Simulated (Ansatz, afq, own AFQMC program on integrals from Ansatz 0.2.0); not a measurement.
**HCl + H, doublet in cc-pVTZ along one coordinate**

```yaml
atoms:
  - { symbol: Cl, position_ang: [0.0000, 0.0000, -1.1976] }
  - { symbol: H, position_ang: [0.0000, 0.0000, 0.0812] }
  - { symbol: H, position_ang: [0.0000, 0.0000, 1.1164] }
```

A hydrogen atom is moved from one rigid fragment to the other; the Cl1–H2 distance tells how far. The two fragments are held close together, so this isn't a minimum-energy path and the start is a compressed complex. Energies in kJ/mol count from this geometry (1.279 Å) at the same level; the start stands on UHF, each point on the determinant named.

Basis cc-pVTZ. Noble-gas cores (and the filled d shells of Ga–Kr and In–Xe) are frozen. AFQMC by an in-house program on the Cholesky factors that Ansatz 0.2.0 writes for its CCSD(T) run. ph-AFQMC/CISD is guided by a CISD state made of CCSD amplitudes; releasing the constraint for a short imaginary time cuts its bias at the price of noise, slowly where states lie close. ± is one standard error of the sampling.

Cautions, each for one point or more: the ph-AFQMC/CISD walk drifts between its halves.

```tsv
r(Cl1–H2) / Å	det.	T1	weight	⟨S²⟩	r2SCAN	PBE	CCSD(T)
1.362	UHF	0.013	0.91	0.78	-10.2	-12.7	-6.8
1.403	UHF	0.013	0.91	0.78	-12.3	-16.0	-8.5
1.445	UHF	0.013	0.91	0.79	-13.2	-17.8	-10.1
1.486	UHF	0.013	0.91	0.79	-13.0	-18.0	-11.3
1.569	UHF	0.013	0.91	0.78	-6.8	-11.1	-10.1
```

**Question.** Estimate the curve of CCSDT(Q), counted from the same start.

**Answer.** 
| r(Cl1–H2) / Å | det. | T1 | weight | ⟨S²⟩ | CCSDT(Q) | ph-AFQMC/CISD |
| --- | --- | --- | --- | --- | --- | --- |
| 1.362 | UHF | 0.013 | 0.91 | 0.78 | -6.9 | -7.2 ± 0.3 |
| 1.403 | UHF | 0.013 | 0.91 | 0.78 | -8.7 | -9.2 ± 0.3 |
| 1.445 | UHF | 0.013 | 0.91 | 0.79 | -10.3 | -10.5 ± 0.3 |
| 1.486 | UHF | 0.013 | 0.91 | 0.79 | -11.5 | -11.5 ± 0.3 |
| 1.569 | UHF | 0.013 | 0.91 | 0.78 | -10.3 | -10.2 ± 0.4 |

Weight is that of the determinant in the CISD state; at the start T1 is 0.011 and the weight 0.91, and ⟨S²⟩ is 0.77. Largest departures from CCSDT(Q), at the points where its series has closed: CCSD(T) 0.2 kJ/mol at 1.486 (on UHF), ph-AFQMC/CISD -0.4 kJ/mol at 1.403 (on UHF) (within the noise), r2SCAN -3.5 kJ/mol at 1.403, PBE -7.5 kJ/mol at 1.445. Functionals count only at points shown to share the start's state and spin.

CCSDT and higher add their correlation energy to the determinant of the CCSD(T) run, since their own runs factorise the integrals more tightly (a shift of under 2 meV). A walk keeps the symmetry of its determinant, which the program's search chose and which needn't be the lowest solution, so a lower state of the same spin and another symmetry isn't excluded.
